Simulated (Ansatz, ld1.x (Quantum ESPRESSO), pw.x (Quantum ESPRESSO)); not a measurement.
# What a changed setting does to a pw.x run (sc Se)

Potential: PAW, ld1.x (Quantum ESPRESSO) 7.5, LDA (PW92); core [Ar] 3d10, reference 4s2 4p4; waves: 4s (bound): rcut 1.54, rcutus 1.82 bohr; 4s channel at 3.4 Ry: rcut 1.54, rcutus 1.82 bohr; 4p (bound): rcut 1.60, rcutus 1.82 bohr; 4p channel at 0.05 Ry: rcut 1.60, rcutus 1.82 bohr; 4d channel at 0.35 Ry: rcut 1.54, rcutus 1.82 bohr; local part: all-electron potential smoothed inside 1.60 bohr (lloc = -2); core correction: none; augmentation: PSQ, inside the norm-conserving radii.

The reference run (k-mesh 12³, cutoffs 40/320 Ry, Fermi–Dirac 0.01 Ry, mixing_beta 0.4, conv_thr 1e-9, no spin) gives -0.72 GPa at 21.385 Å³/atom, where all-electron LAPW gives -0.42 GPa. This run, with its own iteration cap, changes ecutwfc to 3, a wrong or extreme entry chosen on purpose.

```
&control
  calculation='scf', prefix='x', pseudo_dir='./', outdir='./tmp', tstress=.true., disk_io='none'
/
&system
  ibrav=0, nat=1, ntyp=1, ecutwfc=3, ecutrho=320, nbnd=10,
  occupations='smearing', smearing='fd', degauss=0.01
/
&electrons
  conv_thr=1e-09, mixing_beta=0.4, electron_maxstep=70
/
ATOMIC_SPECIES
Se 1.0 Se.UPF
CELL_PARAMETERS angstrom
  2.77568227 0.00000000 0.00000000
  0.00000000 2.77568227 0.00000000
  0.00000000 0.00000000 2.77568227
ATOMIC_POSITIONS crystal
Se 0.0000 0.0000 0.0000
K_POINTS automatic
12 12 12 0 0 0
```

```bash
pw.x < Se.scf.in > Se.scf.out
```

How does the run end?

It stops with "memory_report: more bands than PWs!".

```
Message from routine setup:
     using ibrav=0 with symmetry is DISCOURAGED, use correct ibrav instead
     lattice parameter (alat)  =       5.2453  a.u.
     unit-cell volume          =     144.3131 (a.u.)^3
     number of electrons       =         6.00
     number of Kohn-Sham states=           10
     kinetic-energy cutoff     =       3.0000  Ry
     charge density cutoff     =     320.0000  Ry
     scf convergence threshold =      1.0E-09
     Exchange-correlation= SLA  PW   NOGX NOGC
     number of k points=    84  Fermi-Dirac smearing, width (Ry)=  0.0100
     Error in routine memory_report (1):
     more bands than PWs!
```

The run took about 0.1 s on one core of a shared host (Neoverse-V2, 96 threads, 371 GiB, load 23).
